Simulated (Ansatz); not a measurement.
hcp Os was calculated with LDA (plane waves, PAW; Ansatz, a first-principles code).

Run with plane-wave cutoff 500 eV, 5×5×5 k mesh, Fermi–Dirac smearing 0.1 eV, cell of 36 sites, scalar-relativistic PAW data made under PBE.

### Question
What does this level give for the vacancy formation energy and vacancy formation energy before relaxation?

### Answer

vacancy formation energy: 3.41 eV
vacancy formation energy before relaxation: 3.45 eV

Note: energies are extrapolated to zero smearing, and mesh and cell size move such values by some hundredths of an eV or more.

Spin–orbit coupling is not included.

The computed numbers hold no vibrational or temperature effects.
